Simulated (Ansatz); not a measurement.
`N[Si]F` + H₂S → `F[Si]S` + NH₃ at 700 K and 1 bar (ligand exchange at the Si–N bond).

Gas-phase electronic energies from Ansatz, PBE0-D4/def2-TZVP geometries. CBS: def2 TZ/QZ extrapolation, frozen cores. One conformer a species, not always the lowest.

| species | CCSD(T)/CBS energy (Eh) | H − E (kJ/mol) | S (J/(mol·K)) |
| --- | --- | --- | --- |
| `N[Si]F` | -444.83821 | 116.9 | 330.3 |
| H₂S | -398.97119 | 64.8 | 236.9 |
| `F[Si]S` | -787.29682 | 71.7 | 339.1 |
| NH₃ | -56.50568 | 116.9 | 226.5 |

H − E and S are ideal-gas, rigid-rotor, harmonic terms from PBE0-D4/def2-TZVP, for one conformer and one mirror image of each species. 1 Eh = 2625.50 kJ/mol, R = 8.31446 J/(mol·K).

**Question.** By hand: ΔE, ΔH, ΔS and ΔG.

**Answer.** ΔE = (-787.29682) + (-56.50568) − (-444.83821) − (-398.97119) = 0.00690 Eh = 18.1 kJ/mol. Δ(H − E) = 71.7 + 116.9 − 116.9 − 64.8 = 6.9, so ΔH = 25.0 kJ/mol. ΔS = 339.1 + 226.5 − 330.3 − 236.9 = -1.6 J/(mol·K). ΔG = 25.0 − 700 × (-1.6)/1000 = 26.1 kJ/mol.

**Question.** By hand: the equilibrium constant, and the temperature at which ΔG would vanish if ΔH and ΔS stayed fixed.

**Answer.** log₁₀ K = −ΔG/(RT ln 10) = -1.9. ΔH and −TΔS have one sign here, so there is no such temperature.

The number of gas molecules stays the same, so ΔS is small and ΔH decides. A doubt of 5 kJ/mol in ΔE shifts log₁₀ K by 0.4 here. Other conformers and mirror images would add mixing entropy, several J/(mol·K) or more a flexible species. These are equilibria of isolated gas molecules and say nothing of rates. Largest T1 diagnostic: 0.015 (customary marks: 0.02 for closed shells, 0.045 for open ones).

ΔS is within the doubt of such terms, so its sign, and with it that verdict, could turn.
